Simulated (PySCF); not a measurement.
# Potential energy of AlSi along the bond

Set-up: basis Al x2c-SVPall, Si x2c-SVPall; spin-free X2C with a Gaussian nucleus; PySCF 2.14. Energies in eV from Al + Si in their ground configurations at the same level. State: ⁴Σ⁻ (quartet), unpaired electrons σ ↑, π ↑↑.

All columns are PBE0. A positive dipole means Al(−)Si(+).

```json
{"R (Å)": "2.085", "E (eV)": "-1.941", "μ (D)": "-0.95", "Mulliken charge on Al (basis-dependent)": "0.13", "HOMO (eV)": "-5.66", "LUMO (eV)": "-3.14", "Mayer bond order": "1.72", "⟨S²⟩": "3.75"}
{"R (Å)": "2.182", "E (eV)": "-2.306", "μ (D)": "-1.05", "Mulliken charge on Al (basis-dependent)": "0.15", "HOMO (eV)": "-5.72", "LUMO (eV)": "-3.01", "Mayer bond order": "1.66", "⟨S²⟩": "3.75"}
{"R (Å)": "2.279", "E (eV)": "-2.505", "μ (D)": "-1.17", "Mulliken charge on Al (basis-dependent)": "0.16", "HOMO (eV)": "-5.75", "LUMO (eV)": "-2.89", "Mayer bond order": "1.58", "⟨S²⟩": "3.75"}
{"R (Å)": "2.351", "E (eV)": "-2.574", "μ (D)": "-1.28", "Mulliken charge on Al (basis-dependent)": "0.18", "HOMO (eV)": "-5.77", "LUMO (eV)": "-2.83", "Mayer bond order": "1.53", "⟨S²⟩": "3.75"}
{"R (Å)": "2.424", "E (eV)": "-2.592", "μ (D)": "-1.40", "Mulliken charge on Al (basis-dependent)": "0.19", "HOMO (eV)": "-5.78", "LUMO (eV)": "-2.83", "Mayer bond order": "1.48", "⟨S²⟩": "3.75"}
{"R (Å)": "2.497", "E (eV)": "-2.573", "μ (D)": "-1.54", "Mulliken charge on Al (basis-dependent)": "0.20", "HOMO (eV)": "-5.74", "LUMO (eV)": "-2.83", "Mayer bond order": "1.43", "⟨S²⟩": "3.75"}
{"R (Å)": "2.594", "E (eV)": "-2.503", "μ (D)": "-1.74", "Mulliken charge on Al (basis-dependent)": "0.21", "HOMO (eV)": "-5.61", "LUMO (eV)": "-2.82", "Mayer bond order": "1.37", "⟨S²⟩": "3.75"}
{"R (Å)": "2.715", "E (eV)": "-2.370", "μ (D)": "-2.03", "Mulliken charge on Al (basis-dependent)": "0.22", "HOMO (eV)": "-5.45", "LUMO (eV)": "-2.79", "Mayer bond order": "1.30", "⟨S²⟩": "3.75"}
{"R (Å)": "2.860", "E (eV)": "-2.172", "μ (D)": "-2.39", "Mulliken charge on Al (basis-dependent)": "0.23", "HOMO (eV)": "-5.28", "LUMO (eV)": "-2.75", "Mayer bond order": "1.24", "⟨S²⟩": "3.75"}
{"R (Å)": "3.054", "E (eV)": "-1.885", "μ (D)": "-2.87", "Mulliken charge on Al (basis-dependent)": "0.24", "HOMO (eV)": "-5.08", "LUMO (eV)": "-2.68", "Mayer bond order": "1.17", "⟨S²⟩": "3.75"}
```

A fit through these points gives, at Re = 2.419 Å, μ = -1.39 D and dμ/dR = -1.78 D/Å; the reduced mass is 13.74 u.

Problem. How strong is the fundamental in the double-harmonic approximation, I = 42.26·(dμ/dR)²/μred km/mol?

Solution. I = 42.26·(-1.78)²/13.74 = 9.75 km/mol at PBE0.

The state is the lowest determinant that a PBE0 search found; another state may lie lower at other levels.
